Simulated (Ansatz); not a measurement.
How methods differ on SiH3F (SiFH3)

SiH3F: 5 atoms, total charge 0, spin state singlet. As SMILES, `[H][Si]([H])([H])F`. The coordinates come from a GFN2-xTB relaxation.

```xyz
5

Si   -0.0007    0.0012   -0.0936
F     0.0109   -0.0191    1.5120
H     1.4003    0.0110   -0.4822
H    -0.7093    1.2189   -0.4534
H    -0.7012   -1.2120   -0.4828
```

Quantity: the energy change with the Si1–H5 bond stretched from 1.454 to 3.635 Å, in eV. The values are calculated.

| level | kind | program | value (eV) | less FCI/STO-3G |
| --- | --- | --- | --- | --- |
| HF/STO-3G (restricted) | Hartree–Fock | Ansatz | 9.98 | +5.16 |
| revPBE/STO-3G (restricted) | GGA | Ansatz | 6.15 | +1.33 |
| PBE0/STO-3G (restricted) | global hybrid | Ansatz | 7.33 | +2.51 |
| HSE06/STO-3G (restricted) | range-separated hybrid | Ansatz | 7.28 | +2.46 |
| B2PLYP/STO-3G (restricted) | double hybrid | Ansatz | 6.52 | +1.70 |
| RPA@PBE/STO-3G (restricted) | RPA | Ansatz | 5.59 | +0.77 |
| MP2/STO-3G (restricted) | perturbation theory | Ansatz | 6.31 | +1.49 |
| CCSD(T)/STO-3G (restricted) | coupled cluster or CI | Ansatz | 4.74 | -0.08 |
| CCSDT/STO-3G (restricted) | coupled cluster or CI | Ansatz | 4.85 | +0.03 |
| FCI/STO-3G | exact in the basis | Ansatz | 4.82 | 0.00 |

FCI/STO-3G is exact within its basis and frozen core, so for wave-function methods in that basis the difference is their error; functionals converge differently with the basis, so for them it is only a difference. Spin-restricted single references rise too steeply as a bond breaks, Hartree–Fock most of all. Perturbation and coupled-cluster corrections on them can overshoot downwards. The first shape isn't each level's own minimum. The values span 4.74 to 9.98 eV. All rows use very small basis sets, so even the best lies far from the true value.
